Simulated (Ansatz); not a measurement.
# C₂H₂N₂O: small, medium and large basis sets

How large a basis does C₂H₂N₂O need? Two functionals and correlated methods are run in growing sets.

Program: Ansatz 0.2.0, Gaussian basis. Level of theory: one geometry, several basis sets. These are calculated values, not measurements.

The runs, in order: PBE0-D4/def2-SVP; ωB97M-V/def2-SVP; PBE0-D4/def2-QZVPP; ωB97M-V/def2-QZVPP; CCSD(T)/cc-pV(D+d)Z; CCSD(T)/cc-pV(T+d)Z; CCSD(T)/cc-pV(Q+d)Z; the functionals' def2-TZVPP values are taken from earlier runs.

### Step 1. The relaxed structure

The geometry comes from an earlier relaxation with PBE0-D4 in a triple-zeta def2 set; it is a stationary point, not always the lowest conformer.

SMILES `c1nnco1`, 7 atoms, charge 0, spin multiplicity 1.

Atoms are counted from 1 here; the program's logs count them from 0.

Bond lengths: C1–N2 1.282 Å, C1–O5 1.348 Å, C1–H6 1.078 Å, N2–N3 1.386 Å, N3–C4 1.282 Å, C4–O5 1.348 Å, C4–H7 1.078 Å. Angles: N2–C1–O5 113.2°, N2–C1–H6 128.5°, O5–C1–H6 118.2°, C1–N2–N3 105.9°, N2–N3–C4 105.9°, N3–C4–O5 113.2°, N3–C4–H7 128.5°, O5–C4–H7 118.2°, C1–O5–C4 101.7°.

### Step 2. PBE0-D4 in def2-SVP

The input, in.yaml:

```yaml
crystal:
  periodic: [false, false, false]
  atoms:
    - {symbol: C, position_ang: [-0.220075, 0.735777, 0.717496]}
    - {symbol: N, position_ang: [-1.096728, 0.696670, -0.216746]}
    - {symbol: N, position_ang: [-0.686383, -0.305269, -1.082046]}
    - {symbol: C, position_ang: [0.398735, -0.775004, -0.587349]}
    - {symbol: O, position_ang: [0.766435, -0.168247, 0.558276]}
    - {symbol: H, position_ang: [-0.185007, 1.382727, 1.578831]}
    - {symbol: H, position_ang: [1.023023, -1.566644, -0.968462]}
basis:
  gaussian: {orbitals: def2-SVP}
hamiltonian: {xc: pbe0, dispersion: d4}
output: {orbitals: {seedname: orbitals}}
```

Run with:

```bash
$ ansatz run in.yaml --threads 2 --pin off --events-out ev --progress --plain --max-ram 32768MiB --backend cpu
```

The runs that follow: ωB97M-V in def2-SVP; PBE0-D4 in def2-QZVPP; ωB97M-V in def2-QZVPP; CCSD(T) in cc-pV(D+d)Z; CCSD(T) in cc-pV(T+d)Z; CCSD(T) in cc-pV(Q+d)Z.

Q: Predict the results of all the runs planned. Wanted: MP2 correlation recovered, cc-pV(D+d)Z; MP2 correlation recovered, cc-pV(T+d)Z; MP2 correlation recovered, cc-pV(Q+d)Z; CCSD(T) limit from def2 sets; PBE0-D4: double and triple zeta above quadruple; ωB97M-V: double and triple zeta above quadruple.

The runs gave:

```
                                                                 quantity          value
                                   MP2 correlation recovered, cc-pV(D+d)Z         72.4 %
                                   MP2 correlation recovered, cc-pV(T+d)Z         89.4 %
                                   MP2 correlation recovered, cc-pV(Q+d)Z         95.6 %
CCSD(T) limit from def2 sets (earlier runs) less the limit of this series         18 meV
                          PBE0-D4: double and triple zeta above quadruple  8.55, 0.37 eV
                          ωB97M-V: double and triple zeta above quadruple  8.78, 0.35 eV
```

In words: For PBE0-D4 the step from double to triple zeta gains 8.18 eV and the next only 0.37 eV. In cc-pV(D+d)Z MP2 holds 72 % of its limit, in cc-pV(Q+d)Z 96 %, while Hartree-Fock is within 0.150 eV in the largest set. A limit from the def2 sets, made apart, differs by 18 meV, a least measure of the doubt on such a limit. These are total energies; as a rule much of such shifts cancels in differences, which this series doesn't test.
